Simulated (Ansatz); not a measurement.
The first iterations of a band of CH6NSi (9 atoms, charge 0, multiplicity 2).

All numbers below come from Ansatz, UKS PBE0/def2-SVP.

- movable images: 7
- climbing image: yes
- spring: 5.0 eV/Å²
- optimiser: quadratic models (default)
- start path: IDPP
- force threshold: 0.05 eV/Å
- iteration limit: 60
- end points: relaxed

Initial state:

```xyz
9
Properties=species:S:1:pos:R:3
C -0.918 0.617 -1.090
Si 0.562 0.200 -0.062
N 0.139 -1.018 1.098
H -1.675 -0.134 -1.343
H -1.083 1.608 -1.527
H 1.093 1.492 0.496
H 1.667 -0.401 -0.878
H 0.877 -1.586 1.498
H -0.574 -0.823 1.793
```

Final state:

```xyz
9
Properties=species:S:1:pos:R:3
C -0.890 0.470 -1.154
Si 0.577 0.264 -0.033
N 0.341 -0.775 1.335
H -1.539 -0.368 -1.439
H -1.168 1.430 -1.606
H 0.966 1.629 0.438
H 1.718 -0.342 -0.793
H 0.477 -1.774 1.229
H -0.394 -0.580 2.005
```

| iteration | highest image above the first end (eV) | largest band force component (eV/Å) |
| --- | --- | --- |
| 1 | 0.034 | 0.632 |
| 2 | 0.024 | 0.355 |

Does the band converge within its limit, and where does its top end?

The forces met the threshold. It ended after 6 iterations with the highest image 0.021 eV above the first end. The top lies less than 8 meV above the higher end, about what the thresholds resolve: that end is a shoulder or a very shallow well. A vibrational analysis at the climbing image gives one clearly imaginary mode, 216i cm⁻¹: a first-order saddle point.

Time of the run: 78 s on 2 threads of Arm Neoverse V2, on a shared host, peak memory 0.18 GiB.
